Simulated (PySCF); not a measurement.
methyl formate (C2H4O2), SMILES COC=O. Atoms are numbered in the order given.

```xyz
8

C     -0.4020    -1.3655     0.0000
O      0.7319    -0.4839     0.0000
C      0.4370     0.8317     0.0000
O     -0.6760     1.3067     0.0000
H     -1.0304    -1.1993    -0.8982
H      0.0065    -2.3913     0.0000
H     -1.0304    -1.1993     0.8982
H      1.3963     1.4103     0.0000
```

The structure is a stationary point at PBE-D3(BJ)/def2-SVP. One conformer was computed; it need not be the lowest.

Method: PBE-D3(BJ)/def2-SVP in PySCF 2.14.0.

No scaling factor is applied to the harmonic values.

**Question.** List the normal modes with their intensities. (An estimate is asked for; the answer gives what the named calculation found.)

**Answer.** 
| mode | ν (cm⁻¹) | IR (km/mol) | moving atoms (share of kinetic energy) |
|---|---|---|---|
| 1 | 98 | 0.2 | H 93 % |
| 2 | 290 | 12.9 | O 46 %, C 33 %, H 21 % |
| 3 | 353 | 21.2 | H 39 %, O 35 %, C 26 % |
| 4 | 762 | 8.3 | O 64 %, C 21 %, H 15 % |
| 5 | 935 | 18.5 | C 60 %, O 27 %, H 13 % |
| 6 | 987 | 0.0 | H 57 %, C 37 % |
| 7 | 1127 | 0.4 | H 76 %, C 19 % |
| 8 | 1138 | 39.7 | H 55 %, C 34 %, O 11 % |
| 9 | 1197 | 229.4 | O 46 %, C 37 %, H 17 % |
| 10 | 1344 | 0.9 | H 87 %, O 9 % |
| 11 | 1399 | 6.4 | H 84 %, C 11 % |
| 12 | 1404 | 10.1 | H 97 % |
| 13 | 1420 | 11.4 | H 96 % |
| 14 | 1795 | 249.1 | C 59 %, O 37 % |
| 15 | 2949 | 72.0 | H 92 %, C 8 % |
| 16 | 2978 | 17.1 | H 97 % |
| 17 | 3067 | 14.2 | H 90 %, C 10 % |
| 18 | 3115 | 8.0 | H 90 %, C 10 % |
